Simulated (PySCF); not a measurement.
Fill in the blanks.

Species: H₂O.
Atom-mapped SMILES: `[OH2:1]` (hydrogens: H2, H3 on O1)

| property | level | value |
| --- | --- | --- |
| point group of the GFN2-xTB geometry | GFN2-xTB | C2v |
| rotational constants A, B, C of the GFN2-xTB geometry | GFN2-xTB | ? |
| dipole moment | B3LYP/6-31G-J | 2.42 D |
| HOMO energy | B3LYP/6-31G-J | ? |
| LUMO energy | B3LYP/6-31G-J | 1.55 eV |
| 1H isotropic shieldings by class | GIAO B3LYP/6-31G-J | 32.76 (H2/H3) ppm |
| isotropic shieldings of nuclei other than C and H, by class | GIAO B3LYP/6-31G-J | ? |

Electronic properties: PySCF, gas phase, density fitting.

Problem. The isotropic shieldings of nuclei other than C and H, by class?

Solution. 308 (O1) ppm.

Problem. What are the rotational constants A, B, C of the GFN2-xTB geometry?

Solution. 871.841, 420.472, 283.666 GHz.

Problem. Give the HOMO energy.

Solution. -7.95 eV.

In atomic units the dipole is 0.95 e·bohr (1 au = 2.5417 D). The rotational constants make it an asymmetric top with κ = (2B − A − C)/(A − C) = -0.53, nearer the prolate limit (−1). A dipole of 2.42 D is allowed in C2v, and pure rotational transitions are dipole-allowed.

For the NMR shielding job (B3LYP/6-31G-J), the run took 0.28 s on Intel Xeon at 2.30 GHz, one thread, no GPU (shared host), and the process peaked at 0.25 GiB of memory.
